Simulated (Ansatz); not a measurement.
CH₂AlN, SMILES `N#[C][AlH2]`. The species carries charge 0 and has multiplicity 1.

Task: List the harmonic frequencies (cm⁻¹, unscaled) at PBE0-D4/def2-TZVP in Ansatz. (Estimate.)

Result: Computed: 209, 217, 546, 546, 610, 766, 1978, 1995, 2310.

Task: Is this a minimum?

Result: Yes, all 9 modes are real.

Task: Give the ideal-gas thermochemistry at 298.15 K and 1 bar (rigid rotor, harmonic oscillator; point group C2v, symmetry number 2).

Result: Zero-point energy 54.9 kJ/mol; H(298) − E = 69.3 kJ/mol; entropy 270.3 J/(mol·K), of which translation 158.8, rotation 87.2, vibration 24.3; G(298) − E = -11.3 kJ/mol.

Task: And at 400, 500, 600, 800 and 1000 K?

Result: 
```json
{"T (K)": "400", "H − E (kJ/mol)": "76.3", "S (J/mol/K)": "290.6", "G − E (kJ/mol)": "-39.9"}
{"T (K)": "500", "H − E (kJ/mol)": "83.8", "S (J/mol/K)": "307.3", "G − E (kJ/mol)": "-69.8"}
{"T (K)": "600", "H − E (kJ/mol)": "91.8", "S (J/mol/K)": "321.8", "G − E (kJ/mol)": "-101.3"}
{"T (K)": "800", "H − E (kJ/mol)": "108.8", "S (J/mol/K)": "346.2", "G − E (kJ/mol)": "-168.2"}
{"T (K)": "1000", "H − E (kJ/mol)": "127.0", "S (J/mol/K)": "366.5", "G − E (kJ/mol)": "-239.5"}
```
